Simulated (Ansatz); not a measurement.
Relaxation of C₃H₂O₂ (7 atoms, charge 0, multiplicity 1), to a largest force component of 0.015 eV/Å in at most 40 steps.

The calculation used Ansatz, RKS PBE0/6-31G*.

```xyz
7
Properties=species:S:1:pos:R:3
C -1.043 -0.056 1.595
C -0.124 0.000 0.876
O 0.934 0.021 0.095
C 0.822 0.006 -1.236
O 1.848 0.044 -2.020
H -1.959 -0.009 2.199
H -0.177 -0.012 -1.576
```

**Question.** Where does it end, and by what steps?

**Answer.** The run converged. After 8 steps the energy has fallen by 0.594 eV; O5 moved furthest, 0.09 Å.

| step | energy less start (eV) | largest force component (eV/Å) | accepted |
| --- | --- | --- | --- |
| 0 | 0.0000 | 5.996 | yes |
| 1 | -0.5101 | 2.244 | yes |
| 2 | -0.4184 | 2.106 | no |
| 3 | -0.5604 | 1.656 | yes |
| 4 | -0.5873 | 0.168 | yes |
| 5 | -0.5885 | 0.437 | yes |
| 6 | -0.5918 | 0.115 | yes |
| 7 | -0.5934 | 0.047 | yes |
| 8 | -0.5935 | 0.015 | yes |

```xyz
7
Properties=species:S:1:pos:R:3
C -1.073 -0.021 1.539
C -0.083 0.000 0.856
O 1.009 0.022 0.129
C 0.839 0.013 -1.247
O 1.775 0.032 -1.975
H -1.941 -0.038 2.158
H -0.226 -0.013 -1.526
```

Run time: 32 s on 1 CPU thread of a shared host.
